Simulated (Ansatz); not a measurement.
# C₅H₁₂: vertical ionisation energy

Aim: the vertical ionisation energy of C₅H₁₂, as cation minus neutral at the neutral's geometry, on several levels, and how well −ε(HOMO) stands in for it.

Computed with Ansatz 0.2.0, Gaussian basis. Level: unrestricted cation, the program's frozen cores in correlated methods.

Plan: UKS PBE-D4/def2-TZVPP; UKS r2SCAN-D4/def2-TZVPP; UKS PBE0-D4/def2-TZVPP; UKS B3LYP-D4/def2-TZVPP; UKS wB97X-V/def2-TZVPP; UKS wB97M-V/def2-TZVPP; UKS B2PLYP/def2-TZVPP; UHF-CCSD(T)/def2-TZVPP; UHF-MP2/def2-QZVPP; extrapolation to the limit; then −ε(HOMO) from the neutral's earlier runs with LDA (SPW92), PBE-D4, revPBE-D4, BLYP-D4, r2SCAN-D4, B97M-V, PBE0-D4, B3LYP-D4, r2SCANh-D4, r2SCAN0-D4, HSE06-D4, BHLYP-D4, CAM-B3LYP-D4, LC-ωPBE, ωB97X-V, ωB97M-V.

## Step 1: Structure used throughout

An earlier PBE0-D4 in a triple-zeta def2 set relaxation fixed the geometry.

SMILES `CC(C)(C)C`, 17 atoms, charge 0, spin multiplicity 1.

Atoms are counted from 1 here; the program's logs count them from 0.

Bond lengths: C1–C2 1.526 Å, C1–H6 1.094 Å, C1–H7 1.094 Å, C1–H8 1.094 Å, C2–C3 1.526 Å, C2–C4 1.526 Å, C2–C5 1.526 Å, C3–H9 1.094 Å, C3–H10 1.094 Å, C3–H11 1.094 Å, C4–H12 1.094 Å, C4–H13 1.094 Å, C4–H14 1.094 Å, C5–H15 1.094 Å, C5–H16 1.094 Å, C5–H17 1.094 Å. Angles: C2–C1–H6 111.1°, C2–C1–H7 111.0°, C2–C1–H8 111.0°, H6–C1–H7 107.8°, H6–C1–H8 107.8°, H7–C1–H8 107.8°, C1–C2–C3 109.5°, C1–C2–C4 109.5°, C1–C2–C5 109.5°, C3–C2–C4 109.5°, C3–C2–C5 109.5°, C4–C2–C5 109.5°, C2–C3–H9 111.0°, C2–C3–H10 111.0°, C2–C3–H11 111.0°, H9–C3–H10 107.8°, H9–C3–H11 107.8°, H10–C3–H11 107.8° and more.

## Step 2: Cation, UKS PBE-D4/def2-TZVPP

in.yaml reads:

```yaml
crystal:
  periodic: [false, false, false]
  atoms:
    - {symbol: C, position_ang: [-0.374847, 0.300998, -1.448344]}
    - {symbol: C, position_ang: [0.000006, 0.000005, 0.000011]}
    - {symbol: C, position_ang: [1.416691, 0.497478, 0.272705]}
    - {symbol: C, position_ang: [-0.065371, -1.505630, 0.240086]}
    - {symbol: C, position_ang: [-0.976470, 0.707160, 0.935558]}
    - {symbol: H, position_ang: [-0.335078, 1.375392, -1.649300]}
    - {symbol: H, position_ang: [0.309307, -0.195425, -2.142445]}
    - {symbol: H, position_ang: [-1.388227, -0.044568, -1.671781]}
    - {symbol: H, position_ang: [1.712660, 0.293430, 1.305682]}
    - {symbol: H, position_ang: [1.492462, 1.576256, 0.109120]}
    - {symbol: H, position_ang: [2.138937, 0.006941, -0.386099]}
    - {symbol: H, position_ang: [0.198335, -1.750552, 1.272918]}
    - {symbol: H, position_ang: [0.626638, -2.038774, -0.418062]}
    - {symbol: H, position_ang: [-1.071604, -1.890265, 0.050776]}
    - {symbol: H, position_ang: [-0.730840, 0.508625, 1.982708]}
    - {symbol: H, position_ang: [-2.001946, 0.368791, 0.761785]}
    - {symbol: H, position_ang: [-0.950665, 1.790141, 0.784673]}
basis:
  gaussian: {orbitals: def2-TZVPP}
total_charge: 1
magnetization: {spin_polarized: true, initial_magnetization: 1}
hamiltonian: {xc: pbe, dispersion: d4}
```

Run with:

```sh
$ ansatz run in.yaml --threads 2 --pin off --events-out ev --progress --plain --max-ram 32768MiB --backend cuda --devices 0, --max-vram 18GiB
```

The runs that follow: Cation, UKS r2SCAN-D4/def2-TZVPP; Cation, UKS PBE0-D4/def2-TZVPP; Cation, UKS B3LYP-D4/def2-TZVPP; Cation, UKS wB97X-V/def2-TZVPP; Cation, UKS wB97M-V/def2-TZVPP; Cation, UKS B2PLYP (frozen core)/def2-TZVPP; Cation, UHF-CCSD(T)/def2-TZVPP; Cation, UHF-MP2/def2-QZVPP.

Before running them: what should the planned runs give, taken together? Wanted: ionisation energy, CCSD(T)/CBS; nearest functional by difference; nearest −ε(HOMO); −ε(HOMO) of PBE; T1 of the cation.

As calculated:

| quantity | value |
| --- | --- |
| ionisation energy, CCSD(T)/CBS | 11.49 eV |
| nearest functional by difference | ωB97X-V (-0.34 eV) |
| nearest −ε(HOMO) | ωB97X-V (-0.07 eV) |
| −ε(HOMO) of PBE | 7.64 eV |
| T1 of the cation | 0.021 |

What this shows: Energy differences with functionals land within 0.90 eV of the reference. −ε(HOMO) of PBE misses by 3.8 eV, since self-interaction lifts the level. Among orbital estimates ωB97X-V comes nearest. Hartree-Fock falls 0.88 eV short, as the neutral has more correlation energy than the cation. The cation may have settled in a state other than its lowest; no search over hole states beyond the program's own was made. In point group Td the highest level is often degenerate; the cation then breaks the symmetry, and the runs may pick different components.
